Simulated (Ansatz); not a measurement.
## One structure, 3 elements: Ti3W, Zr3W, Hf3W

Plane-wave DFT in Ansatz with scalar-relativistic PAW potentials, cutoff 420 eV, Γ-centred meshes chosen by cell and gap, Gaussian smearing with energies taken to zero width. Every cell was relaxed (cell and atoms) in a run of its own, within the symmetry of its start. Functional: PBE.

All members share space group P6_3/mmc and the same sites; only the element on one set of sites changes (Ti, Zr, Hf). Members needn't be the stable form of their composition. Energies over the elements, where given, are against the elements' standard states in the same functional (H₂, N₂, O₂ and halogens uncorrected, Hg as a solid). The first member:

Space group P6_3/mmc (No. 194). a = 5.758 Å, b = 5.758 Å, c = 4.695 Å, α = 90.00°, β = 90.00°, γ = 120.00°
```csv
atom,site,symmetry,x,y,z
Ti,6h,mm2,0.8306,0.6613,0.2500
W,2c,-6m2,0.3333,0.6667,0.2500
```

| compound | V (Å³/atom) | a (Å) | c (Å) | energy over elements (eV/atom) |
| --- | --- | --- | --- | --- |
| Ti3W | 16.85 | 5.758 | 4.695 | 0.159 |
| Hf3W | 20.69 | 6.274 | 4.856 | 0.244 |

Predict the member with Zr.

V (Å³/atom) 21.14, a (Å) 6.273, c (Å) 4.962, energy over elements (eV/atom) 0.268. Interpolating linearly in period between Ti and Hf would give 18.77 Å³/atom (11.2 % too small), with 0.202 eV/atom over the elements. Over the whole series the volume has no steady trend down the group (least for Ti); all are metallic on the mesh; none is bound against its elements in this structure, and Ti comes closest. Hf is no larger than Zr here (20.69 against 21.14 Å³/atom), as one expects from the lanthanide contraction and relativistic shrinking of 6s.

Spin-orbit coupling is left out, which matters for the bands of heavy elements.